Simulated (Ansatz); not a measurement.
Relaxation of BH5O2 (8 atoms, charge 0, multiplicity 1), to a largest force component of 0.03 eV/Å in at most 50 steps.

All numbers below come from Ansatz, RKS B3LYP-D4/cc-pVDZ.

```xyz
8
Properties=species:S:1:pos:R:3:forces:R:3
B -0.157 -0.277 0.043 0.03 -0.51 0.47
O 0.033 -0.558 1.391 -0.12 -0.17 -0.52
H -0.794 -0.526 1.889 0.01 0.00 -0.02
O 0.901 -0.368 -0.804 0.00 0.02 0.00
H 1.715 -0.616 -0.340 -0.02 0.01 0.01
H -1.228 -0.006 -0.436 0.01 0.02 0.02
H 0.234 2.033 0.569 0.09 1.19 -1.33
H 0.218 1.646 1.174 -0.01 -0.56 1.39
```

**Question.** Where does it end, and by what steps?

**Answer.** The forces met the threshold. The force dipped under the threshold on the way, but the program's further checks kept it going. After 29 steps the energy has fallen by 0.242 eV; H7 moved furthest, 1.51 Å.

```tsv
step	energy less start (eV)	largest force component (eV/Å)	accepted
0	0.0000	1.387	yes
2	-0.1875	0.304	yes
4	-0.2049	0.211	yes
6	-0.1958	0.964	no
8	-0.2137	0.447	yes
10	-0.2182	0.656	no
12	-0.2307	0.276	yes
14	-0.2346	0.313	yes
16	-0.2375	0.100	no
18	-0.2393	0.008	yes
20	-0.2400	0.039	yes
22	-0.2403	0.013	yes
24	-0.2405	0.038	yes
26	-0.2408	0.097	yes
28	-0.2413	0.024	yes
29	-0.2416	0.024	yes
```

```xyz
8
Properties=species:S:1:pos:R:3
B -0.220 -0.843 -0.152
O -0.098 -0.118 1.005
H -0.933 -0.035 1.484
O 0.876 -1.053 -0.927
H 1.670 -0.645 -0.547
H -1.267 -1.313 -0.527
H 0.469 3.036 1.672
H 0.427 2.299 1.478
```

Whether the end is a true minimum wasn't checked by a vibrational analysis.

The run took 21 s on 2 threads of Intel(R) Xeon(R) Platinum 8488C (Sapphire Rapids) (shared host), peak memory 0.13 GiB.
